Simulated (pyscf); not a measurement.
**Routes from HS–GaH₂ + HCl**

Candidate steps break at most two bonds and form at most two. Each was searched with GFN2-xTB (tblite) first. PySCF, gas phase, ωB97X-D3(BJ)/def2-SVP geometries. Energies: ωB97M-D3(BJ)/def2-TZVP, kJ/mol, from the separated reactants, singlet surface; ΔG‡ with ideal gas, 1 atm, RRHO with modes under 100 cm⁻¹ raised to 100, one conformer, R ln 2 for chiral ones without a mode under 150 cm⁻¹.

```tsv
products	type	ΔE‡	ΔE	ΔG‡ 298 K	ΔG‡ 900 K	ν‡ (cm⁻¹)
H₂S + Cl–GaH₂	four-centre exchange	-6.8	-30.0	30.8	115.7	564i
HS–GaH–Cl + H₂	four-centre exchange	38.8	-101.4	76.7	159.8	1048i
```

Row 1: On the reactant side the descent ends in a complex, 31.1 kJ/mol under the separated species and 11.7 kJ/mol under the saddle at ωB97X-D3(BJ)/def2-TZVP. On the product side the descent ends in an adduct with a Ga–S contact, 66.2 kJ/mol under the separated species and 73.4 kJ/mol under the saddle at ωB97X-D3(BJ)/def2-TZVP. Row 2: On the reactant side the descent ends in a complex, 22.7 kJ/mol under the separated species and 50.2 kJ/mol under the saddle at ωB97X-D3(BJ)/def2-TZVP. 

Plain bond fissions and candidates not yet searched are not listed, and one of them may be faster. Each barrier is that of the saddle found; lower ones may exist. Elements up to Kr have no core potential and no relativistic terms here.
